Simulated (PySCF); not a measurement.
**Aluminium: a sound run and one with changed settings**

Sound run: Al [Ne] 3s2 3p1, Al⁺ [Ne] 3s2. Calculation: PySCF 2.14, in cc-pV(D+d)Z (4s3p2d, 23 functions); the non-relativistic Hamiltonian (point nucleus). In the sound run the correlated levels freeze [Ne]. The sound run starts from symmetry-adapted Hartree-Fock orbitals and uses a fine grid where one is needed.

Changed run: a valence shell is frozen. This setting is unsound on purpose.

Ionisation energy of Al:

| method | sound run (eV) | changed run (eV) |
| --- | --- | --- |
| UHF | 5.586 | 5.586 |
| MP2 | 5.738 | 5.586 |
| SCS-MP2 | 5.718 | 5.586 |
| CCSD | 5.829 | 5.586 |
| CCSD(T) | 5.848 | 5.586 |
| CCSDT | n/a | 5.586 |
| FCI | n/a | 5.586 |

Freezing a valence shell removes pair correlation that changes on ionisation.

For comparison, NIST gives 5.986 eV between the lowest levels.
